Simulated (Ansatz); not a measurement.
```xyz
2

P     0.0000    0.0000   -0.9654
P     0.0000    0.0000    0.9654
```

Basis set: 6-31G (spherical functions). Left uncorrelated: 10 orbitals. Charge 0, multiplicity 1.

Computed with Ansatz (development build ahead of 0.2.0); free ground-state atoms in the same class of orbitals, no zero-point energy, no relativity.

The atomization energy of singlet P₂ from measured heats of formation, zero-point and thermal terms removed is 5.084 eV (G2/97 set, Curtiss et al., J. Chem. Phys. 106, 1063 (1997), as shipped with ASE); it holds spin-orbit and other relativistic effects.

(1) How far do RHF-CCSD(T), UHF-CCSD(T) miss it in this basis?

## Answers

(1)

```json
{"method": "RHF-CCSD(T)", "atomization energy (eV)": "2.551", "computed − measured (eV)": "-2.533"}
{"method": "UHF-CCSD(T)", "atomization energy (eV)": "2.533", "computed − measured (eV)": "-2.551"}
```

Caution for RHF-CCSD(T): an unrestricted determinant lies well below. Caution for UHF-CCSD(T): the unrestricted determinant is spin contaminated.

This basis has no polarisation functions and is too small for such energies, which can lie far from measured ones in either direction.
